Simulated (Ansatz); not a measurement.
Ideal-gas functions of F$_{4}$S, SMILES `FS(F)(F)F` at 298.15 K and 1 bar, from an Ansatz frequency run at PBE0-D4/def2-TZVP.

Molar mass 108.06 g/mol, point group C2v (symmetry number 2), electronic degeneracy 1, moments of inertia 76.149, 124.245, 157.672 u Å². Harmonic wavenumbers (cm⁻¹, unscaled): 225, 351, 463, 528, 533, 564, 748, 873, 903.

Use S(trans) = R[1.5 ln M + 2.5 ln T − 1.1517]; rotational temperatures θ = 24.2544 K / I; S(rot) = R[ln(√π/σ · √(T³/θAθBθC)) + 1.5]; for each mode x = 1.438777 ν̃/T, S = R[x/(eˣ − 1) − ln(1 − e⁻ˣ)] and H = RT x/(eˣ − 1); 1 cm⁻¹ = 0.0119627 kJ/mol; R = 8.31446 J/(mol·K).

**Question.** By hand: the entropy, in J/(mol·K).

**Answer.** Translation 167.3. Rotation: θ = 0.3185, 0.1952, 0.1538 K, giving 101.9. Vibration, mode by mode: 8.03, 4.86, 3.17, 2.48, 2.43, 2.16, 1.06, 0.65, 0.58, in all 25.4. Electronic 0.0. Sum 294.6 J/(mol·K).

**Question.** By hand: H − E and G − E in kJ/mol, counted from the electronic energy.

**Answer.** Zero-point energy ½ × 5188 × 0.0119627 = 31.0; thermal vibration 5.1; translation, rotation and pV give 4 RT = 9.9. H − E = 46.0 kJ/mol, and G − E = 46.0 − 298.15 × 294.6/1000 = -41.8 kJ/mol.

Vibration gives 9 % of the entropy.
